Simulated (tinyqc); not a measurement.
Inside a calculation (part 2 of 2). Method: RKS/B3LYP (VWN-RPA form) in the sto-3g basis, for H2F+, spin multiplicity 1. Computed by tinyqc, a small Python program that keeps every step (integrals from PySCF). Command: `OMP_NUM_THREADS=1 python tinyqc.py 24085 24086 out.jsonl` (the two numbers bound the seeds that draw the settings). One thread of a shared host (Intel(R) Xeon(R) Processor @ 2.60GHz), about 0.9 s of CPU time with the checks.

Geometry (angstrom):
```
atom         x          y         z
F     0.000000   0.000000  0.000000
H     0.000000   1.162000  0.712000
H     0.000000  -1.127000  0.691000
```

## Iteration 2: building the Kohn-Sham matrix

D after iteration 1, order 1F 1s, 1F 2s, 1F 2px, 1F 2py, 1F 2pz, 2H 1s, 3H 1s:
```
[[2.125387, -0.537783, 0.000000, -0.003452, 0.003497, 0.070091, 0.072049],
 [-0.537783, 2.327657, 0.000000, 0.017507, -0.050022, -0.431611, -0.451034],
 [0.000000, 0.000000, 2.000000, 0.000000, 0.000000, 0.000000, 0.000000],
 [-0.003452, 0.017507, 0.000000, 0.184094, -0.006631, 0.379058, -0.405160],
 [0.003497, -0.050022, 0.000000, -0.006631, 0.088079, 0.275640, 0.283779],
 [0.070091, -0.431611, 0.000000, 0.379058, 0.275640, 1.773750, 0.086958],
 [0.072049, -0.451034, 0.000000, -0.405160, 0.283779, 0.086958, 1.746290]]
```

core Hamiltonian H = T + V (hartree), order 1F 1s, 1F 2s, 1F 2px, 1F 2py, 1F 2pz, 2H 1s, 3H 1s:
```
[[-40.813602, -9.577345, 0.000000, 0.000363, -0.007349, -0.702719, -0.770738],
 [-9.577345, -11.291645, 0.000000, 0.004485, -0.091767, -1.818983, -1.971446],
 [0.000000, 0.000000, -8.961018, 0.000000, 0.000000, 0.000000, 0.000000],
 [0.000363, 0.004485, 0.000000, -9.022308, 0.001663, -1.138565, 1.225171],
 [-0.007349, -0.091767, 0.000000, 0.001663, -8.984045, -0.712407, -0.766426],
 [-0.702719, -1.818983, 0.000000, -1.138565, -0.712407, -4.167277, -0.438882],
 [-0.770738, -1.971446, 0.000000, 1.225171, -0.766426, -0.438882, -4.269659]]
```

nuclear repulsion = 7.32856399 hartree

V_xc (hartree), order 1F 1s, 1F 2s, 1F 2px, 1F 2py, 1F 2pz, 2H 1s, 3H 1s:
```
[[-2.802587, -0.377423, 0.000000, -0.000152, 0.000188, -0.028008, -0.030710],
 [-0.377423, -0.651222, 0.000000, -0.000689, -0.005458, -0.102009, -0.111144],
 [0.000000, 0.000000, -0.710571, 0.000000, 0.000000, 0.000000, 0.000000],
 [-0.000152, -0.000689, 0.000000, -0.622734, 0.001120, -0.071265, 0.077321],
 [0.000188, -0.005458, 0.000000, 0.001120, -0.603629, -0.044168, -0.048114],
 [-0.028008, -0.102009, 0.000000, -0.071265, -0.044168, -0.423374, -0.025322],
 [-0.030710, -0.111144, 0.000000, 0.077321, -0.048114, -0.025322, -0.423492]]
```

E_xc = sum of w rho eps_xc = -7.92502075 hartree

Given earlier and not repeated: Two-electron integrals (ij|kl) in chemists' order.

J_ij = sum D_kl (ij|kl), K_ij = sum D_kl (ik|jl); F = H + J - 0.1 K + V_xc; E = tr D H + tr D J / 2 - 0.05 tr D K + E_xc + E_nn.

Coulomb J (hartree), order 1F 1s, 1F 2s, 1F 2px, 1F 2py, 1F 2pz, 2H 1s, 3H 1s:
```
[[17.738064, 3.283518, 0.000000, 0.000495, 0.012217, 0.240309, 0.263546],
 [3.283518, 7.977302, 0.000000, 0.000412, 0.151387, 1.341051, 1.452887],
 [0.000000, 0.000000, 8.058616, 0.000000, 0.000000, 0.000000, 0.000000],
 [0.000495, 0.000412, 0.000000, 7.957800, -0.002343, 0.934577, -1.005276],
 [0.012217, 0.151387, 0.000000, -0.002343, 7.889472, 0.596227, 0.642071],
 [0.240309, 1.341051, 0.000000, 0.934577, 0.596227, 4.253644, 0.353989],
 [0.263546, 1.452887, 0.000000, -1.005276, 0.642071, 0.353989, 4.308124]]
```

exchange K (hartree), order 1F 1s, 1F 2s, 1F 2px, 1F 2py, 1F 2pz, 2H 1s, 3H 1s:
```
[[11.008050, 1.788131, 0.000000, -0.000296, 0.003430, 0.137192, 0.150374],
 [1.788131, 2.546281, 0.000000, 0.006467, 0.056703, 0.467931, 0.507209],
 [0.000000, 0.000000, 2.480465, 0.000000, 0.000000, 0.000000, 0.000000],
 [-0.000296, 0.006467, 0.000000, 0.999814, -0.015653, 0.374927, -0.404288],
 [0.003430, 0.056703, 0.000000, -0.015653, 0.775593, 0.257405, 0.275174],
 [0.137192, 0.467931, 0.000000, 0.374927, 0.257405, 1.485996, 0.125743],
 [0.150374, 0.507209, 0.000000, -0.404288, 0.275174, 0.125743, 1.481756]]
```

Kohn-Sham matrix F (hartree), order 1F 1s, 1F 2s, 1F 2px, 1F 2py, 1F 2pz, 2H 1s, 3H 1s:
```
[[-26.978929, -6.850063, 0.000000, 0.000737, 0.004713, -0.504138, -0.552939],
 [-6.850063, -4.220193, 0.000000, 0.003562, 0.048492, -0.626735, -0.680424],
 [0.000000, 0.000000, -1.861020, 0.000000, 0.000000, 0.000000, 0.000000],
 [0.000737, 0.003562, 0.000000, -1.787223, 0.002005, -0.312746, 0.337646],
 [0.004713, 0.048492, 0.000000, 0.002005, -1.775761, -0.186089, -0.199986],
 [-0.504138, -0.626735, 0.000000, -0.312746, -0.186089, -0.485606, -0.122789],
 [-0.552939, -0.680424, 0.000000, 0.337646, -0.199986, -0.122789, -0.533202]]
```

total energy of this density = -97.07988225 hartree

## Iteration 2: DIIS over 2 matrices

error matrix X^T (FDS - SDF) X:
```
[[0.000000, -0.000430, 0.000000, 0.001242, 0.001629, -0.000682, 0.002277],
 [0.000430, 0.000000, 0.000000, -0.000562, -0.266195, 0.053162, 0.039360],
 [0.000000, 0.000000, 0.000000, 0.000000, 0.000000, 0.000000, 0.000000],
 [-0.001242, 0.000562, 0.000000, 0.000000, -0.001419, -0.932057, 0.973556],
 [-0.001629, 0.266195, 0.000000, 0.001419, 0.000000, -0.656599, -0.666359],
 [0.000682, -0.053162, 0.000000, 0.932057, 0.656599, 0.000000, 0.002574],
 [-0.002277, -0.039360, 0.000000, -0.973556, 0.666359, -0.002574, 0.000000]]
```

B (overlaps of the stored error matrices):
```
[[9.4371014e-01, -1.7476649e+00],
 [-1.7476649e+00, 5.5339057e+00]]
```

Minimise |sum c_i e_i|^2 with sum c_i = 1: solve [B -1; -1 0][c; lambda] = [0; -1] with B_ij = tr e_i^T e_j, and take F = sum c_i F_i.

DIIS coefficients: [0.730132, 0.269868]

extrapolated F (hartree), order 1F 1s, 1F 2s, 1F 2px, 1F 2py, 1F 2pz, 2H 1s, 3H 1s:
```
[[-24.646013, -6.340740, 0.000000, 0.000376, -0.003228, -0.467444, -0.512681],
 [-6.340740, -2.916089, 0.000000, 0.004186, -0.053492, -0.468255, -0.507438],
 [0.000000, 0.000000, -0.537197, 0.000000, 0.000000, 0.000000, 0.000000],
 [0.000376, 0.004186, 0.000000, -0.565761, 0.001853, -0.222671, 0.239218],
 [-0.003228, -0.053492, 0.000000, 0.001853, -0.531849, -0.145709, -0.155865],
 [-0.467444, -0.468255, 0.000000, -0.222671, -0.145709, -0.533585, -0.100195],
 [-0.512681, -0.507438, 0.000000, 0.239218, -0.155865, -0.100195, -0.553603]]
```

## Iteration 2: diagonalisation and new density

X, order 1F 1s, 1F 2s, 1F 2px, 1F 2py, 1F 2pz, 2H 1s, 3H 1s:
```
[[1.022799, -0.128106, 0.000000, 0.000255, -0.002148, 0.010982, 0.011868],
 [-0.128106, 1.061454, 0.000000, -0.002301, 0.018032, -0.109551, -0.119806],
 [0.000000, 0.000000, 1.000000, 0.000000, 0.000000, 0.000000, 0.000000],
 [0.000255, -0.002301, 0.000000, 1.023893, -0.000992, -0.089802, 0.096199],
 [-0.002148, 0.018032, 0.000000, -0.000992, 1.008276, -0.050757, -0.054984],
 [0.010982, -0.109551, 0.000000, -0.089802, -0.050757, 1.033804, -0.027517],
 [0.011868, -0.119806, 0.000000, 0.096199, -0.054984, -0.027517, 1.039171]]
```

Diagonalise F' = X^T F X, C = X C', fill 5 alpha and 5 beta electrons from the bottom; D = 2 C_occ C_occ^T. Each column has its largest component positive (the first on a tie).

F' = X^T F X (hartree):
```
[[-24.189154, -3.269911, 0.000000, 0.001236, -0.009492, -0.023796, -0.029409],
 [-3.269911, -1.774409, 0.000000, 0.000382, -0.022655, -0.168908, -0.183488],
 [0.000000, 0.000000, -0.537197, 0.000000, 0.000000, 0.000000, 0.000000],
 [0.001236, 0.000382, 0.000000, -0.512744, -0.000306, -0.152691, 0.163036],
 [-0.009492, -0.022655, 0.000000, -0.000306, -0.512963, -0.091300, -0.098149],
 [-0.023796, -0.168908, 0.000000, -0.152691, -0.091300, -0.444043, -0.027030],
 [-0.029409, -0.183488, 0.000000, 0.163036, -0.098149, -0.027030, -0.450152]]
```

orbital energies (hartree): [-24.656660, -1.375717, -0.694598, -0.592378, -0.537197, -0.326091, -0.238021]

coefficients C, order 1F 1s, 1F 2s, 1F 2px, 1F 2py, 1F 2pz, 2H 1s, 3H 1s:
```
[[0.994425, -0.257711, -0.006634, 0.059134, 0.000000, 0.062655, 0.005793],
 [0.022897, 0.985406, 0.031917, -0.284220, 0.000000, -0.339588, -0.033349],
 [0.000000, 0.000000, 0.000000, 0.000000, 1.000000, 0.000000, 0.000000],
 [-0.000088, -0.005232, 0.710215, 0.038464, 0.000000, -0.034776, 0.747369],
 [0.000743, 0.063006, -0.031510, 0.791080, 0.000000, -0.624437, -0.043117],
 [-0.002684, 0.072315, 0.381108, 0.371105, 0.000000, 0.666267, -0.600134],
 [-0.002923, 0.080476, -0.423217, 0.334035, 0.000000, 0.587251, 0.682177]]
```

D after iteration 2, order 1F 1s, 1F 2s, 1F 2px, 1F 2py, 1F 2pz, 2H 1s, 3H 1s:
```
[[2.117673, -0.496400, 0.000000, -0.002354, 0.062981, -0.003777, -0.002171],
 [-0.496400, 2.106698, 0.000000, 0.013157, -0.327485, -0.044226, -0.058426],
 [0.000000, 0.000000, 2.000000, 0.000000, 0.000000, 0.000000, 0.000000],
 [-0.002354, 0.013157, 0.000000, 1.011823, 0.015438, 0.569129, -0.576295],
 [0.062981, -0.327485, 0.000000, 0.015438, 1.261540, 0.572237, 0.565305],
 [-0.003777, -0.044226, 0.000000, 0.569129, 0.572237, 0.576397, -0.063004],
 [-0.002171, -0.058426, 0.000000, -0.576295, 0.565305, -0.063004, 0.594354]]
```

## Iteration 11 (converged): orbitals

converged F (hartree), order 1F 1s, 1F 2s, 1F 2px, 1F 2py, 1F 2pz, 2H 1s, 3H 1s:
```
[[-24.936411, -6.402746, 0.000000, 0.000494, -0.012988, -0.472171, -0.517849],
 [-6.402746, -3.049111, 0.000000, 0.003340, -0.072357, -0.494758, -0.535098],
 [0.000000, 0.000000, -0.668944, 0.000000, 0.000000, 0.000000, 0.000000],
 [0.000494, 0.003340, 0.000000, -0.693976, 0.001368, -0.251251, 0.267645],
 [-0.012988, -0.072357, 0.000000, 0.001368, -0.672924, -0.170966, -0.181298],
 [-0.472171, -0.494758, 0.000000, -0.251251, -0.170966, -0.594677, -0.102495],
 [-0.517849, -0.535098, 0.000000, 0.267645, -0.181298, -0.102495, -0.604444]]
```

As before.

F' = X^T F X (hartree):
```
[[-24.478932, -3.282346, 0.000000, 0.001470, -0.017391, -0.023547, -0.029105],
 [-3.282346, -1.901310, 0.000000, -0.000559, -0.038202, -0.175416, -0.190988],
 [0.000000, 0.000000, -0.668944, 0.000000, 0.000000, 0.000000, 0.000000],
 [0.001470, -0.000559, 0.000000, -0.637221, -0.000828, -0.166655, 0.177174],
 [-0.017391, -0.038202, 0.000000, -0.000828, -0.651882, -0.105050, -0.111947],
 [-0.023547, -0.175416, 0.000000, -0.166655, -0.105050, -0.498584, -0.024227],
 [-0.029105, -0.190988, 0.000000, 0.177174, -0.111947, -0.024227, -0.493314]]
```

orbital energies (hartree): [-24.946684, -1.504713, -0.811323, -0.719100, -0.668944, -0.382846, -0.296578]

coefficients C, order 1F 1s, 1F 2s, 1F 2px, 1F 2py, 1F 2pz, 2H 1s, 3H 1s:
```
[[0.994549, -0.257626, -0.004384, 0.055807, 0.000000, 0.063876, 0.009164],
 [0.022411, 0.987731, 0.021162, -0.262452, 0.000000, -0.348772, -0.051920],
 [0.000000, 0.000000, 0.000000, 0.000000, 1.000000, 0.000000, 0.000000],
 [-0.000092, -0.004075, 0.755654, 0.023397, 0.000000, -0.068703, 0.699560],
 [0.001148, 0.085302, -0.021744, 0.851855, 0.000000, -0.534254, -0.060962],
 [-0.002646, 0.066616, 0.352773, 0.295696, 0.000000, 0.729420, -0.586420],
 [-0.002884, 0.072165, -0.371382, 0.271742, 0.000000, 0.588086, 0.737954]]
```

D after iteration 11, order 1F 1s, 1F 2s, 1F 2px, 1F 2py, 1F 2pz, 2H 1s, 3H 1s:
```
[[2.117264, -0.493832, 0.000000, -0.002097, 0.053602, -0.009677, -0.009332],
 [-0.493832, 2.090888, 0.000000, 0.011647, -0.279502, -0.008803, -0.015928],
 [0.000000, 0.000000, 2.000000, 0.000000, 0.000000, 0.000000, 0.000000],
 [-0.002097, 0.011647, 0.000000, 1.143154, 0.006304, 0.546443, -0.549144],
 [0.053602, -0.279502, 0.000000, 0.006304, 1.466816, 0.499797, 0.491425],
 [-0.009677, -0.008803, 0.000000, 0.546443, 0.499797, 0.432659, -0.091691],
 [-0.009332, -0.015928, 0.000000, -0.549144, 0.491425, -0.091691, 0.433968]]
```

## Convergence

Stop when the energy changes by less than 1e-09 hartree and every element of the error matrix X^T (F D S - S D F) X is below 9e-06.

Course of the cycle:
```
iteration   E (hartree)     change  largest element of the error matrix
1          -98.28741380          -                             3.43e-01
2          -97.07988225   1.21e+00                             9.74e-01
3          -99.08715341  -2.01e+00                             1.61e-01
4          -99.07004927   1.71e-02                             2.01e-01
5          -99.05753858   1.25e-02                             2.22e-01
6          -99.12173633  -6.42e-02                             3.30e-02
7          -99.12275502  -1.02e-03                             1.16e-02
8          -99.12292778  -1.73e-04                             7.17e-04
9          -99.12292848  -6.98e-07                             3.24e-05
10         -99.12292848  -1.17e-09                             2.55e-06
11         -99.12292848  -6.51e-12                             1.07e-07
```

PySCF RKS in the same basis, fine grid = -99.12529459 hartree

Converged in 11 iterations. The coarse grid moves the energy by +2.37e-03 hartree.

## Populations, bond orders and dipole

overlap S, order 1F 1s, 1F 2s, 1F 2px, 1F 2py, 1F 2pz, 2H 1s, 3H 1s:
```
[[1.000000, 0.237990, 0.000000, 0.000000, 0.000000, 0.017311, 0.018987],
 [0.237990, 1.000000, 0.000000, 0.000000, 0.000000, 0.211497, 0.227961],
 [0.000000, 0.000000, 1.000000, 0.000000, 0.000000, 0.000000, 0.000000],
 [0.000000, 0.000000, 0.000000, 1.000000, 0.000000, 0.163394, -0.174424],
 [0.000000, 0.000000, 0.000000, 0.000000, 1.000000, 0.100117, 0.106945],
 [0.017311, 0.211497, 0.000000, 0.163394, 0.100117, 1.000000, 0.072773],
 [0.018987, 0.227961, 0.000000, -0.174424, 0.106945, 0.072773, 1.000000]]
```

Mulliken: Z minus the diagonal of D S on the atom; Loewdin: the same with S^(1/2) D S^(1/2); Mayer order: 2 sum_s sum (D(s) S)_ij (D(s) S)_ji over the two atoms.

Charges (e):
```
atom  Mulliken   Loewdin
1F    0.135107  0.184209
2H    0.436719  0.413734
3H    0.428174  0.402058
```

Mayer bond orders:
```
pair     order
2-1   0.798416
3-1   0.805807
3-2   0.010860
```

dipole moment about the origin, x y z (debye): [0.000000, 0.118217, 3.269773]
